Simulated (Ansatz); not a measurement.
A nudged elastic band was laid between two geometries of CH₆Si (8 atoms, charge 0, multiplicity 1).

Level of theory: RKS PBE0-D4/6-31G* (Ansatz 0.2.0).

* movable images: 7
* climbing image: yes
* spring: 5.0 eV/Å²
* optimiser: quadratic models (default)
* start path: through a guess of the saddle point
* force threshold: 0.05 eV/Å
* iteration limit: 60
* end points: relaxed

Image 0:

```xyz
8
Properties=species:S:1:pos:R:3
Si 0.380 0.011 0.051
C 0.873 -0.012 1.866
H -0.006 -0.126 2.509
H 1.554 -0.844 2.075
H 1.379 0.917 2.146
H 1.579 0.162 -0.823
H -0.545 1.146 -0.234
H -0.312 -1.255 -0.328
```

Image 8:

```xyz
8
Properties=species:S:1:pos:R:3
Si 0.151 0.016 -0.914
C 1.211 0.014 1.762
H 0.155 -0.178 1.951
H 1.821 -0.793 2.172
H 1.503 0.979 2.179
H 1.451 0.052 0.672
H -0.745 1.053 -0.241
H -0.645 -1.143 -0.319
```

**Question.** Which bonds break or form, and what moves?

**Answer.** Bonds broken: Si1–C2, Si1–H6. Bonds formed: C2–H6. CH6Si becomes CH4 + H2Si.

**Question.** Give the energies along the band, and the barrier.

**Answer.** The forces met the threshold. The highest image is number 5 of 0 to 8, 3.11 eV above the first end and 0.86 eV above the last; the last end lies 2.25 eV above the first. A vibrational analysis at the climbing image gives one clearly imaginary mode, 1228i cm⁻¹: a first-order saddle point. The orbitals stay closed-shell, which can raise the energy where a bond breaks towards radicals; this wasn't checked here.

```
image  path coordinate (Å)  energy (eV)  Si1–C2 (Å)  Si1–H6 (Å)  C2–H6 (Å)
    0                 0.00         0.00        1.88        1.49       2.79
    1                 0.30         0.10        1.86        1.49       2.57
    2                 0.61         0.51        1.85        1.48       2.31
    3                 0.91         1.42        1.92        1.45       2.03
    4                 1.21         2.59        2.08        1.45       1.77
    5                 1.52         3.11        2.26        1.52       1.53
    6                 1.85         2.65        2.42        1.66       1.24
    7                 2.18         2.29        2.68        1.88       1.13
    8                 2.52         2.25        2.88        2.05       1.12
```

**Question.** What is the geometry of the highest image?

**Answer.** 
```xyz
8
Properties=species:S:1:pos:R:3
Si 0.268 0.022 -0.471
C 0.999 0.005 1.671
H 0.025 -0.139 2.135
H 1.659 -0.827 1.923
H 1.430 0.958 1.984
H 1.591 0.100 0.264
H -0.634 1.143 -0.071
H -0.434 -1.262 -0.173
```

**Question.** What are the harmonic wavenumbers there?

**Answer.** 1228i, 111, 448, 539, 647, 797, 835, 974, 1041, 1242, 1481, 1507, 2201, 2243, 2246, 3115, 3227, 3239 cm⁻¹.

The run took 110 s on 1 thread of Arm Neoverse V1, with other jobs on the host, peak memory 0.097 GiB.
